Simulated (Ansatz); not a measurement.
# CCSD(T)/cc-pVDZ run of C2H6O (dimethyl ether)

What is the energy change on altering one bond length of C2H6O (dimethyl ether) at CCSD(T)/cc-pVDZ? 

Program for the calculation: Ansatz 0.2.0.

47 further runs of the same task are left out: 47 set aside as unsound or not needed.

## (1) The molecule

C2H6O has 9 atoms, charge 0, and is taken as a singlet. As SMILES, `COC`. Geometry: relaxed at PBE0-D4/def2-TZVP.

Bond lengths: C1–O2 1.399 Å, O2–C3 1.399 Å, C1–H4 1.100 Å, C1–H5 1.090 Å, C1–H6 1.100 Å, C3–H7 1.100 Å, C3–H8 1.090 Å, C3–H9 1.100 Å. Some angles: C1–O2–C3 112.1°, O2–C1–H4 111.6°, O2–C1–H5 107.7°, O2–C1–H6 111.6°, O2–C3–H7 111.6°, O2–C3–H8 107.7°, O2–C3–H9 111.6°, H4–C1–H5 108.9°, H4–C1–H6 108.2°, H5–C1–H6 108.9°.

## (2) The energy at CCSD(T)/cc-pVDZ

Contents of input.yaml:

```yaml
crystal:
  periodic: [false, false, false]
  atoms:
    - {symbol: C, position_ang: [-0.413190, 0.872670, -0.645330]}
    - {symbol: O, position_ang: [0.563380, -0.127830, -0.595980]}
    - {symbol: C, position_ang: [0.479050, -0.887610, 0.575660]}
    - {symbol: H, position_ang: [-1.427650, 0.449000, -0.618190]}
    - {symbol: H, position_ang: [-0.283130, 1.417120, -1.580990]}
    - {symbol: H, position_ang: [-0.312930, 1.577090, 0.193180]}
    - {symbol: H, position_ang: [-0.493490, -1.394000, 0.659910]}
    - {symbol: H, position_ang: [1.266920, -1.640470, 0.540090]}
    - {symbol: H, position_ang: [0.621040, -0.265980, 1.471640]}
basis:
  gaussian:
    orbitals: cc-pVDZ
correlation:
  method: ccsd_t
  frozen_orbitals: {C: 1, H: 0, O: 1}
accuracy: high
scf:
  omitted_lower_state_checks: [cluster_reference, increment]
```

Launch:

```console
$ ansatz run input.yaml --threads 1 --pin off --max-ram 3480MiB --events-out events.jsonl --progress --plain --runs-dir runs
```

The program printed (excerpt; [...] marks lines left out):

```text
Warning: RAYON_NUM_THREADS=1 ignored (pool sized by the plan → 1); use --threads N
Functional definition: HF
  name "HF"
[...]
1748 factors; integrals over basis functions are off by at most 3.3e-9 eV
[...]
mean field -4192.62674093 eV, -154.0761908645 hartree, gradient 6.1e-8 eV, S^2 0.000000; 0 other end points of the search recorded, 0 dependent functions left out
3 core orbitals not correlated: weight in the atoms' cores, before any rotation towards them, 1.000 or more for the frozen orbitals, at most 0.000 for the correlated occupied ones
reference -4192.62674093 eV, -154.0761908645 hartree; 10, 10 occupied and 59, 59 virtual orbitals, 1748 factors
second order -13.00761274 eV of doubles, -0.00000000 eV of singles
cycle   1  -13.65032996 eV  change   -6.4e-1 eV  update   7.4e-2
[...]
cycle  19  -14.07257632 eV  change   9.4e-11 eV  update   1.8e-9
perturbative correction -0.34840987 eV, -0.0128038264 hartree
Total energy: -4207.04772711 eV, -154.6061523319 hartree
Checks for a lower state left out: cluster_reference, increment
```

Wall time 8.4 s (1 thread of Arm Neoverse V1, shared host); peak memory 0.37 GiB.

## (3) The distorted shape

Contents of molecule.yaml:

```yaml
crystal:
  periodic: [false, false, false]
  atoms:
    - symbol: C
      position_ang: [-0.493400, 0.309118, -1.316157]
    - symbol: O
      position_ang: [0.483170, -0.691382, -1.266807]
    - symbol: C
      position_ang: [0.398840, -1.451162, -0.095167]
    - symbol: H
      position_ang: [-1.507860, -0.114552, -1.289017]
    - symbol: H
      position_ang: [-0.363340, 0.853568, -2.251817]
    - symbol: H
      position_ang: [-0.312930, 1.577090, 0.193180]
    - symbol: H
      position_ang: [-0.573700, -1.957552, -0.010917]
    - symbol: H
      position_ang: [1.186710, -2.204022, -0.130737]
    - symbol: H
      position_ang: [0.540830, -0.829532, 0.800813]
basis:
  gaussian: {orbitals: cc-pVDZ}
correlation: {method: ccsd_t, frozen_orbitals: {C: 1, H: 0, O: 1}}
accuracy: high
scf: {omitted_lower_state_checks: [cluster_reference, increment]}
```

Launch:

```console
$ ansatz run molecule.yaml --threads 1 --pin off --max-ram 3480MiB --events-out events.jsonl --progress --plain --runs-dir runs
```

The program printed (excerpt; [...] marks lines left out):

```text
Warning: RAYON_NUM_THREADS=1 ignored (pool sized by the plan → 1); use --threads N
Functional definition: HF
  name "HF"
[...]
1734 factors; integrals over basis functions are off by at most 3.2e-9 eV
[...]
mean field -4188.93975582 eV, -153.9406966611 hartree, gradient 1.7e-8 eV, S^2 0.000000; 0 other end points of the search recorded, 0 dependent functions left out; unrestricted orbitals would lower it
3 core orbitals not correlated: weight in the atoms' cores, before any rotation towards them, 1.000 or more for the frozen orbitals, at most 0.000 for the correlated occupied ones
reference -4188.93975582 eV, -153.9406966611 hartree; 10, 10 occupied and 59, 59 virtual orbitals, 1734 factors
second order -13.45427499 eV of doubles, -0.00000000 eV of singles
cycle   1  -14.04386999 eV  change   -5.9e-1 eV  update   1.1e-1
[...]
cycle  24  -14.69918732 eV  change   -1.3e-9 eV  update  4.5e-10
perturbative correction -0.48957057 eV, -0.0179913866 hartree
Total energy: -4204.12851372 eV, -154.4988732184 hartree
Checks for a lower state left out: cluster_reference, increment
```

It took 9.6 s on 1 thread of Arm Neoverse V1, shared host; peak memory 0.36 GiB.

## (4) Outcome

At CCSD(T)/cc-pVDZ, 3 core orbitals frozen:

| quantity | value |
| --- | --- |
| first shape: total energy | -154.60615 Eh |
| first shape: correlation energy (3 core orbitals frozen) | -530.0 mEh |
| first shape: (T) correction | -12.80 mEh |
| first shape: T1 diagnostic | 0.009 |
| distorted shape: total energy | -154.49887 Eh |
| distorted shape: correlation energy (3 core orbitals frozen) | -558.2 mEh |
| distorted shape: (T) correction | -17.99 mEh |
| distorted shape: T1 diagnostic | 0.018 |
| energy change with the C1–H6 bond stretched from 1.100 to 1.980 Å | 2.919 eV |

In words: One bond (distorted shape) is far stretched, which a spin-restricted single reference describes badly; perturbation theory on it can break down and give far too much correlation. With the C1–H6 bond stretched from 1.100 to 1.980 Å the energy rises by 2.92 eV (67 kcal/mol). The first shape isn't relaxed at this level, so the change isn't measured from a minimum. A restricted reference can't describe the breaking bond well at this length. The triples (first shape) make up 2.4 % of the correlation energy. The restricted solution (distorted shape) is unstable to spin breaking: an unrestricted one lies lower. The triples (distorted shape) make up 3.2 % of the correlation energy.
